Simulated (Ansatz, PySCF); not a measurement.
Cohesive energy (eV/atom) of solids drawn from the class of elemental solids other than molecular ones, at two levels: PBE (Ansatz, a first-principles code, PySCF; the runs differ in potentials, basis or settings), and Hartree–Fock (Ansatz, PySCF; the runs differ in potentials, basis or settings).

```tsv
solid	PBE	Hartree–Fock	shift (eV/atom)
fcc Au	3.05	1.05	-2.00
bcc K	0.87	0.12	-0.75
body-centred tetragonal In	2.32	0.67	-1.65
diamond-structure Si	4.56	3.12	-1.44
bcc Ba	1.88	0.42	-1.46
fcc Cu	3.52	0.91	-2.61
fcc Ag	2.53	0.78	-1.75
diamond	7.72	5.35	-2.37
grey tin (α-Sn)	3.17	1.81	-1.36
bcc Cs	0.71	0.03	-0.68
```

The shifts run from -2.61 eV/atom to -0.68 eV/atom, with a median of -1.55 eV/atom.

Of 10 rows, Hartree–Fock is the larger in 0 and the smaller in 10.

Ansatz's runs of these crystals have no spin polarisation.

Spin–orbit coupling is left out, also for the solids with elements from indium on (fcc Au, body-centred tetragonal In, bcc Ba, grey tin (α-Sn), bcc Cs); its size isn't shown.

Exact exchange on metals is sensitive to the k mesh.

Free atoms are spin-polarised, in the lowest state found; at levels without +SOC their spin–orbit coupling is left out. The solid named is at each level's own relaxed cell; a reference phase can be a single point on another level's cell. Caveats: the cell is over a tenth larger than the published one: the level's own overestimate first of all, though another phase or state, or a fault of the published cell, is possible (Hartree–Fock: fcc Au, bcc K, bcc Ba, fcc Cu, fcc Ag, bcc Cs). Ansatz's density-functional and Hartree–Fock values are scalar-relativistic unless marked +SOC, with PAW data made under PBE.
